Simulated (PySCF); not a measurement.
## Which basis set comes closest?

Molecule: SMILES p12p3p1p23, P4.

Molfile (atoms numbered from 1):
```
P4
     RDKit          3D

  4  6  0  0  0  0  0  0  0  0999 V2000
    1.2076   -0.2759   -0.4938 P   0  0  0  0  0  0  0  0  0  0  0  0
   -0.4189    1.2057   -0.5016 P   0  0  0  0  0  0  0  0  0  0  0  0
   -0.8883   -0.9438   -0.4369 P   0  0  0  0  0  0  0  0  0  0  0  0
    0.0008    0.0421    1.3180 P   0  0  0  0  0  0  0  0  0  0  0  0
  1  2  1  0
  2  3  1  0
  3  4  1  0
  3  1  1  0
  4  1  1  0
  4  2  1  0
M  END
```

Geometry PBE0-D3(BJ)/def2-SVP throughout; GIAO in PySCF, gas phase, one conformer, non-relativistic; equivalent atoms averaged; functional PBE0.

Reference values (measured; gas; B. Maryasin, H. Zipse, Phys. Chem. Chem. Phys. 13 (2011) 5150): δ(P1/P2/P3/P4) = -552.0 ppm vs 85 % H3PO4. Computed shifts are taken against H3PO4, calculated as an isolated molecule at each level.

How do the basis sets pcSseg-0, cc-pVDZ, aug-cc-pVDZ, cc-pVTZ, IGLO-III, pcSseg-3 perform against the reference? Times are CPU seconds on 1 thread of an Arm Neoverse V1, shared host.

Answers


```tsv
basis set	functions	P1/P2/P3/P4	abs. error P	core-s
pcSseg-0	52	-584.2	32.2	2.5
cc-pVDZ	72	-488.9	63.1	4
aug-cc-pVDZ	108	-504.1	47.9	6.4
cc-pVTZ	136	-548.3	3.7	9
IGLO-III	176	-567.4	15.4	11
pcSseg-3	304	-577.5	25.5	35
```

For 31P the closest is cc-pVTZ (3.7 ppm) and the furthest cc-pVDZ (63.1 ppm). Where a smaller basis beats a larger one, errors probably cancel; the largest sets show where the functional converges. One molecule is a small sample, and vibrational effects are absent from the calculation.

A small basis that lands close on one nucleus may do so by chance; judge by the trend and by all nuclei.
